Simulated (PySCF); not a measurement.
**The electron affinity along the third row**

All values are computed (PySCF 2.14, energy differences of UHF-based or UKS calculations, no spin-orbit coupling). Values in eV. The last column holds reference values (measured affinities from photodetachment; the arrow runs from anion to atom). Unmarked ones compare directly (S terms, centres of terms, or small fine structure); those marked * lie between the lowest fine-structure levels and include a spin-orbit shift.

| element | configurations | UHF | SCS-MP2 (valence) | CCSD (valence) | LDA | PBE | PBE0 | reference |
| --- | --- | --- | --- | --- | --- | --- | --- | --- |
| Al (aug-cc-pVQZ-DK, spin-free X2C) | [Ne] 3s2 3p2 → [Ne] 3s2 3p1 | 0.010 | 0.272 | 0.376 | 0.639 | 0.581 | 0.528 | 0.433 * |
| Si (aug-cc-pVQZ-DK, spin-free X2C) | [Ne] 3s2 3p3 → [Ne] 3s2 3p2 | 0.842 | 1.217 | 1.331 | 1.587 | 1.487 | 1.449 | 1.390 * |
| P (aug-cc-pVQZ-DK, spin-free X2C) | [Ne] 3s2 3p4 → [Ne] 3s2 3p3 | -0.334 | 0.618 | 0.605 | 1.026 | 0.873 | 0.773 | 0.747 * |
| S (aug-cc-pVQZ-DK, spin-free X2C) | [Ne] 3s2 3p5 → [Ne] 3s2 3p4 | 0.871 | 2.016 | 1.934 | 2.383 | 2.154 | 2.053 | 2.077 * |
| Cl (aug-cc-pVQZ-DK, spin-free X2C) | [Ar] → [Ne] 3s2 3p5 | 2.355 | 3.619 | 3.493 | 3.920 | 3.638 | 3.553 | 3.613 * |

The highest occupied level of the anion is positive for Al⁻ at LDA, PBE, PBE0; Si⁻ at LDA, PBE, PBE0; P⁻ at LDA, PBE, PBE0; S⁻ at LDA, PBE, PBE0; Cl⁻ at LDA, PBE, so there the basis helps to hold the electron.

"Valence" correlates the outer s and p shells and, in groups 3 to 12 and the f block, the outer d or f shell, open or full, or the next shell where the ion has no valence electron left; the wider scheme adds the next inner shell.
